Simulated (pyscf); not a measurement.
PySCF, gas phase, ωB97X-D3(BJ)/def2-SVP geometries.

Task: For the elementary gas-phase step HO–B(F)–F (SMILES OB(F)F) + HCl (SMILES Cl) → HO–B(F)–Cl (SMILES OB(F)Cl) + HF (SMILES F) (singlet surface; B–F, Cl–H broken, B–Cl, F–H formed), what barrier and reaction energy does B3LYP-D3(BJ)/def2-TZVP give, measured from the separated reactants?

Result: ΔE‡ = 135.8 kJ/mol, ΔE = +68.1 kJ/mol. CCSD(T)/def2-TZVPP + ΔMP2(QZVPP) gives 142.2 kJ/mol and +62.0 kJ/mol. Zero-point energy shifts the barrier by -1.1 kJ/mol. It is a four-centre exchange, with an imaginary mode of 842i cm⁻¹. The same reactants have a lower exit, to H₂O + F–B(F)–Cl (barrier +88.2 kJ/mol at ωB97M-D3(BJ)/def2-TZVP, against +132.3 kJ/mol here). One saddle was located; it need not be the lowest between these sides. The CCSD(T) − MP2 part came from Ansatz, without density fitting, on the same reference.
